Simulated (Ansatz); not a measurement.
## Relative stability

Two relaxed structures of C2H4N (charge +1), singlet (PBE0-D4/def2-TZVP; forces vanish, vibrations not checked).

A:

```xyz
7
angstrom
C -0.9633 -0.1916 -0.7575
N -0.0001 0.0002 0.0001
C 0.9632 0.1916 0.7575
H -1.9712 0.0415 -0.4141
H -0.7892 -0.5908 -1.7568
H 1.4696 1.1569 0.7488
H 1.2910 -0.6079 1.4220
```

B:

```json
{"atom": "C1", "x (Å)": "-0.0046", "y (Å)": "-0.0008", "z (Å)": "-0.0036"}
{"atom": "N2", "x (Å)": "-0.9766", "y (Å)": "-0.1943", "z (Å)": "-0.7680"}
{"atom": "C3", "x (Å)": "0.9875", "y (Å)": "0.1965", "z (Å)": "0.7766"}
{"atom": "H4", "x (Å)": "-1.9316", "y (Å)": "0.0133", "z (Å)": "-0.4771"}
{"atom": "H5", "x (Å)": "-0.8477", "y (Å)": "-0.5663", "z (Å)": "-1.7086"}
{"atom": "H6", "x (Å)": "1.5019", "y (Å)": "1.1558", "z (Å)": "0.7777"}
{"atom": "H7", "x (Å)": "1.3247", "y (Å)": "-0.5935", "z (Å)": "1.4452"}
```

Computed with Ansatz 0.2.0 (basis: def2-TZVPP); correlated methods freeze the cores. B3LYP uses VWN-RPA correlation.

(1) Which structure is lower at CCSD(T), and by how much? (To be estimated.)

T1 diagnostic: at most 0.019.

## Answers

(1) By the calculation: B, by 3.2 kJ/mol (electronic energy, against the other); a gap this small isn't resolved in one triple-zeta basis. By their contacts, A is C₂H₄N ([CH2][N][CH2]), total charge +1 and B is C₂H₄N ([CH2][C][NH2]), total charge +1.

All methods give the same order:

```json
{"method": "PBE-D4", "E(B) − E(A) (kJ/mol)": "-7.0"}
{"method": "r2SCAN-D4", "E(B) − E(A) (kJ/mol)": "-10.5"}
{"method": "PBE0-D4", "E(B) − E(A) (kJ/mol)": "-10.9"}
{"method": "B3LYP-D4", "E(B) − E(A) (kJ/mol)": "-5.8"}
{"method": "wB97M-V", "E(B) − E(A) (kJ/mol)": "-14.4"}
{"method": "HF", "E(B) − E(A) (kJ/mol)": "-5.8"}
{"method": "MP2", "E(B) − E(A) (kJ/mol)": "-7.1"}
{"method": "CCSD", "E(B) − E(A) (kJ/mol)": "-5.0"}
{"method": "CCSD(T)", "E(B) − E(A) (kJ/mol)": "-3.2"}
```

Labels in which every atom is bracketed show which atoms are joined, not bond orders.

For scale, one of the runs: CCSD(T)/def2-TZVPP, 149 basis functions, launched by `ansatz run in.yaml --threads 2 --pin off --events-out ev --progress --plain --max-ram 4352MiB`. Hardware: 2 CPU threads of an Intel Xeon Platinum 8488C, shared host. Wall time 7.5 s; peak host memory 0.99 GiB.
